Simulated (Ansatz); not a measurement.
**BNH6: functionals against CCSD(T) at one geometry**

One table from this session's results is given with a row withheld; the runs are named, their logs left out.

The runs use Ansatz 0.2.0, Gaussian basis; single points in def2-TZVPP.

Cores are frozen in the correlated methods. B3LYP uses VWN-RPA correlation.

**The system as given**

8 atoms, charge 0, spin multiplicity 1.

Atoms are counted from 1 here; the program's logs count them from 0.

Bond lengths: B1–H3 1.170 Å, B1–H4 1.201 Å, B1–H5 1.400 Å, N2–H7 1.016 Å, N2–H8 1.076 Å. Angles: H3–B1–H4 121.6°, H3–B1–H5 115.8°, H4–B1–H5 122.2°, H7–N2–H8 112.6°.

As a file:

```csv
atom,x (Å),y (Å),z (Å)
B1,-0.1128,-0.7796,-0.2297
N2,0.0210,0.9039,0.5122
H3,0.7285,-1.4844,0.1755
H4,-1.2587,-1.1351,-0.2862
H5,0.3193,0.4370,-0.7706
H6,0.3920,-0.1337,-1.4970
H7,-0.9106,1.1981,0.7929
H8,0.7293,0.9441,1.3209
```

The first run:

run/in.yaml reads:

```yaml
crystal:
  periodic: [false, false, false]
  atoms:
    - {symbol: B, position_ang: [-0.112800, -0.779600, -0.229700]}
    - {symbol: N, position_ang: [0.021000, 0.903900, 0.512200]}
    - {symbol: H, position_ang: [0.728500, -1.484400, 0.175500]}
    - {symbol: H, position_ang: [-1.258700, -1.135100, -0.286200]}
    - {symbol: H, position_ang: [0.319300, 0.437000, -0.770600]}
    - {symbol: H, position_ang: [0.392000, -0.133700, -1.497000]}
    - {symbol: H, position_ang: [-0.910600, 1.198100, 0.792900]}
    - {symbol: H, position_ang: [0.729300, 0.944100, 1.320900]}
basis:
  gaussian: {orbitals: def2-TZVPP}
correlation: {method: ccsd_t}
output: {forces: true}
```

No record of the launch command was kept for these runs.

Steps of the session up to this table: CCSD(T)/def2-TZVPP; PBE0-D4/def2-TZVPP; wB97M-V/def2-TZVPP; r2SCAN-D4/def2-TZVPP; PBE-D4/def2-TZVPP; BLYP-D4/def2-TZVPP; B3LYP-D4/def2-TZVPP.

One of the session's tables, all rows but one given; the rest of the session is left out.

| method | RMS force component (eV/Å) | angle to CCSD(T) forces (°) | dipole (D) |
| --- | --- | --- | --- |
| CCSD(T) | 0.946 | reference | 0.79 |
| PBE0-D4 | 1.000 | 5.6 | 0.86 |
| wB97M-V | 0.972 | 3.3 | 0.82 |
| r2SCAN-D4 | ? | ? | ? |
| PBE-D4 | 0.919 | 10.8 | 0.96 |
| BLYP-D4 | 0.846 | 10.5 | 0.91 |
| B3LYP-D4 | 0.926 | 5.7 | 0.83 |

Q: Estimate the row for r2SCAN-D4 from the others.

As computed: RMS force component (eV/Å): 0.950; angle to CCSD(T) forces (°): 5.0; dipole (D): 0.91. In the column «RMS force component (eV/Å)» it lies between CCSD(T) (0.946) and wB97M-V (0.972).
